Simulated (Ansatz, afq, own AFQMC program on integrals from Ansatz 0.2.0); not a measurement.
**B$_{2}$H, doublet → B2H⁺, triplet**

```yaml
atoms:
  - { symbol: B, position_ang: [0.0000, 0.0000, 0.1151] }
  - { symbol: B, position_ang: [0.0000, 0.0000, -1.4076] }
  - { symbol: H, position_ang: [0.0000, 0.0000, 1.2925] }
```

Connectivity, by distances: BH–B.

E(triplet, charge +1) − E(doublet, charge +0) at this geometry, on ROHF and UHF determinants.

Basis cc-pVDZ. Only valence electrons are correlated. Integrals, coupled cluster, full CI and functionals: Ansatz 0.2.0; the random walks run on the same integrals in our own AFQMC program. The CISD trial takes its coefficients from CCSD amplitudes. Released means that phaseless walkers are propagated on without the constraint, phases kept. Uncertainties: one standard error, sampling alone. The errors of all members are added in quadrature.

Full CI is exact in this basis; where marked, its frozen core comes from its own orbitals, which moves totals by up to a few meV.

Errors are counted within cc-pVDZ, not against nature.

Cautions: B₂H (doublet): a spin-contaminated unrestricted determinant lies lower (UHF 1.10 eV lower, ⟨S²⟩ 1.76), the CCSDT(Q) amplitudes may be one of several solutions (largest double 0.81), the CCSDTQ amplitudes may be one of several solutions (largest double 0.97), the released energies are still falling, so no released level is given (meV from the phaseless value at times in 1/Eh: 0 ± 6 at 0.24, -6 ± 3 at 0.51, -11 ± 3 at 0.99, -19 ± 3 at 1.62, -8 ± 14 at 2.40), the ph-AFQMC/CISD walk drifts between its halves (2.1 errors), the determinant fills πx and πy unequally, so it mixes two states of the linear molecule, and each level undoes that mixture to a different degree, while full CI gives the lower state, CCSDTQ on the UHF determinant differs (1.06 eV lower), perhaps since the unrestricted series falls towards higher spin, full CI with its own frozen core, a state of higher spin lies lower, its ph-AFQMC/CISD value lies 172 ± 4 meV above full CI.

```
level  vertical ionization energy (kcal/mol)
 CCSD                                  187.1
  MP2                                  182.2
```

Problem. From these cheaper values, estimate the vertical ionization energy at the reference level in cc-pVDZ.

Solution. 193.5 kcal/mol (full CI in cc-pVDZ).

```json
{"level": "HF", "vertical ionization energy (kcal/mol)": "157.2", "error against FCI (kcal/mol)": "-36.3"}
{"level": "CCSD(T)", "vertical ionization energy (kcal/mol)": "189.4", "error against FCI (kcal/mol)": "-4.1"}
{"level": "CCSDT", "vertical ionization energy (kcal/mol)": "192.4", "error against FCI (kcal/mol)": "-1.1"}
{"level": "CCSDT(Q)", "vertical ionization energy (kcal/mol)": "193.6", "error against FCI (kcal/mol)": "0.1"}
{"level": "CCSDTQ", "vertical ionization energy (kcal/mol)": "193.5", "error against FCI (kcal/mol)": "0.0"}
{"level": "ph-AFQMC/CISD", "vertical ionization energy (kcal/mol)": "189.7 ± 0.1", "error against FCI (kcal/mol)": "-3.9 ± 0.1"}
```

Correlation beyond CCSD(T) adds 4.1 kcal/mol. The perturbative (T) step is worth +2.3 kcal/mol. Where a determinant mixes two states, these steps and errors hold in part the undoing of that mixture, and only full CI is sure.

CCSDT and higher add their correlation energy to the determinant of the CCSD(T) run, since their own runs factorise the integrals more tightly (a shift of under 2 meV).
